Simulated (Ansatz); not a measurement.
Solid bromine

Calculation: PBE (Ansatz, an electronic-structure program, plane waves, PAW).

Run with plane-wave cutoff 520 eV, 10×10×4 k mesh (along the axes of the cell as run), Fermi–Dirac smearing 0.01 eV, scalar-relativistic PAW data made under PBE.

Cell (relaxed at this level):

Br is modelled in the orthorhombic space group Cmce (No. 64), Pearson symbol oS8. Conventional cell: a = 8.7069 Å, b = 4.2702 Å, c = 8.7110 Å, α = β = γ = 90.00°. Br on 8f sees 1 Br at 2.391 Å. (Neighbours: up to the widest gap in distance over summed covalent radii, below 1.35, at either atom.)
(The calculation used a cell of 4 atoms; values per cell refer to that cell.)

| Property | Result |
|---|---|
| bulk modulus B0 | 1.18 GPa |
| band gap | 1.36 eV |
| smallest direct gap on the k points sampled | 1.37 eV |

Note: for a layered or molecular solid the relaxed cell lies over 5 % above the published volume, where the minimum can be shallow; the cell comes from a level without a dispersion term, which matters for the spacing of layers, chains or molecules; the bulk modulus comes from volumes at which shape and atoms were relaxed.

Spin–orbit coupling is not included.

The computed numbers hold no vibrational or temperature effects.
